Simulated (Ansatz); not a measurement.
```yaml
crystal:
  periodic: [false, false, false]
  atoms:
    - {symbol: N, position_ang: [-1.040484, 0.085048, -0.001502]}
    - {symbol: Na, position_ang: [3.000877, -0.620159, 0.003369]}
    - {symbol: H, position_ang: [-1.960393, 0.535111, -0.001866]}
basis:
  gaussian: {orbitals: def2-TZVP}
magnetization: {spin_polarized: true, initial_magnetization: 3}
hamiltonian: {xc: pbe0}
relax: {f_tol: 0.004, max_steps: 80}
```

```sh
$ ansatz run in.yaml --threads 1 --pin off --events-out ev --progress --plain --max-ram 2176MiB
```

Steps of the relaxation (energy above the last step; positions in Å, forces in eV/Å):

```
3
step 1, 83.3 meV
N    -1.040    0.085   -0.002    0.577   -0.257    0.000
Na    3.001   -0.620    0.003   -0.029    0.002    0.000
H    -1.960    0.535   -0.002   -0.548    0.255    0.000
```

```
3
step 2, 78.4 meV
N    -1.028    0.096   -0.001    0.185   -0.062    0.000
Na    2.997   -0.622    0.003   -0.030    0.003    0.000
H    -1.969    0.527   -0.002   -0.155    0.060    0.000
```

```
3
step 3, 76.7 meV
N    -1.003    0.123   -0.001   -0.121    0.064    0.000
Na    2.979   -0.626    0.003   -0.032    0.004    0.000
H    -1.976    0.502   -0.002    0.152   -0.068    0.000
```

```
3
step 4, 74.1 meV
N    -0.972    0.145   -0.001   -0.159    0.067    0.000
Na    2.935   -0.622    0.003   -0.034    0.005    0.000
H    -1.963    0.477   -0.002    0.194   -0.072    0.000
```

```
3
step 6, 49.4 meV
N    -0.752    0.205   -0.001   -0.487    0.054   -0.001
Na    2.548   -0.562    0.003   -0.059    0.017    0.000
H    -1.796    0.358   -0.002    0.546   -0.071    0.001
```

```
3
step 11, 0.8 meV
N    -0.547    0.110   -0.001    0.096   -0.015    0.000
Na    2.103   -0.455    0.002   -0.025    0.003    0.000
H    -1.556    0.345   -0.002   -0.071    0.012    0.000
```

```
3
step 13, 0.0 meV
N    -0.526    0.114   -0.001   -0.001    0.000    0.000
Na    2.068   -0.448    0.002    0.001    0.000    0.000
H    -1.541    0.334   -0.002    0.001    0.000    0.000
```

Close pairs at the end: N1–H3 1.038 Å, N1–Na2 2.654 Å.

A stationary point of unrestricted PBE0 after 13 steps, with ⟨S²⟩ = 3.756 against 3.75 for a pure state; no frequencies were run, so it isn't proven a minimum. 25 s on 1 thread of Intel Xeon Platinum 8375C, shared host.
